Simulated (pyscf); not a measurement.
O=B–OH (SMILES O=BO) + H• (SMILES [H]) -> [HO–B–OH]• (SMILES O[B]O), an addition (doublet surface; none broken, H–O formed). Optimised with ωB97X-D3(BJ)/def2-SVP in PySCF. MP2 and CC: frozen core, UHF for open shells. ΔMP2 is the change of the MP2 total energy from the triple- to the quadruple-zeta basis. Energies in kcal/mol from the separated reactants.

Small-basis levels: PySCF, no dispersion term, spherical d functions. Open shells are spin-unrestricted. 

### Question
Quick B3LYP/6-31G* single points give ΔE‡ = 11.5 kcal/mol and ΔE = -22.1 kcal/mol. What does CCSD(T)/def2-TZVPP + ΔMP2(QZVPP) give, and how far is the quick result from it?

### Answer
CCSD(T)/def2-TZVPP + ΔMP2(QZVPP) gives ΔE‡ = 15.1 kcal/mol and ΔE = -26.6 kcal/mol. B3LYP/6-31G* lies 3.6 kcal/mol under it in the barrier and 4.5 kcal/mol over it in the reaction energy, so on this step it does not hold to within 3.0 kcal/mol. CCSD(T)/def2-TZVPP + ΔMP2(QZVPP) has limits of its own. On the product side the descent ends in a point that may be a rotor saddle (no frequency run), 4.9 kcal/mol over the lowest minimum found and 36.8 kcal/mol under the saddle at ωB97X-D3(BJ)/def2-TZVP. One saddle was located; it need not be the lowest between these sides. The CCSD(T) − MP2 part came from Ansatz, without density fitting, on the same reference.
